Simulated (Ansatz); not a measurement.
# CH5Si2: the cost of one run

All numbers below are computed with Ansatz 0.2.0 (RKS B3LYP-D4/def2-SVP).

## Step 1: Starting point

Bond lengths: Si1–C2 1.801 Å, C2–Si3 1.813 Å, Si1–H4 1.570 Å, C2–H5 1.096 Å, Si3–H6 1.510 Å, Si3–H7 1.501 Å, Si3–H8 1.514 Å. Angles: Si1–C2–Si3 122.1°, Si1–C2–H5 121.6°, Si3–C2–H5 116.3°, C2–Si1–H4 102.4°, C2–Si3–H6 117.2°, C2–Si3–H7 113.4°, C2–Si3–H8 118.1°, H6–Si3–H7 103.1°, H6–Si3–H8 100.3°, H7–Si3–H8 102.4°.

Coordinates:

```xyz
8

Si   -1.8587    0.6392   -0.7631
C    -0.1099    0.2212   -0.6523
Si    0.6387   -0.3913    0.8810
H    -2.0053    1.0777   -2.2635
H     0.5550    0.2991   -1.5204
H     0.5192    0.4846    2.1051
H     2.1179   -0.6228    0.7722
H     0.1431   -1.7076    1.4410
```

## Step 2: End point A

File input.yaml:

```yaml
crystal:
  periodic: [false, false, false]
  atoms:
    - { symbol: Si, position_ang: [-1.85872, 0.6392, -0.7631] }
    - { symbol: C, position_ang: [-0.10994, 0.22115, -0.65231] }
    - { symbol: Si, position_ang: [0.63872, -0.39135, 0.88098] }
    - { symbol: H, position_ang: [-2.00531, 1.07769, -2.26349] }
    - { symbol: H, position_ang: [0.55497, 0.29912, -1.5204] }
    - { symbol: H, position_ang: [0.51925, 0.4846, 2.10506] }
    - { symbol: H, position_ang: [2.1179, -0.62278, 0.77222] }
    - { symbol: H, position_ang: [0.14312, -1.70765, 1.44103] }
total_charge: -1
basis:
  gaussian: { orbitals: def2-SVP }
hamiltonian:
  xc: b3lyp
  dispersion: d4
relax:
  f_tol: 0.015
  max_steps: 40
```

Run with:

```console
ansatz run input.yaml --threads 1 --pin off --max-ram 2048MiB --backend cpu --events-out ev --progress --plain --runs-dir out
```

What time and memory should one allow on 1 thread of Intel Xeon 6975P-C (Granite Rapids), shared host?

About 18 s, with a peak of 0.15 GiB.
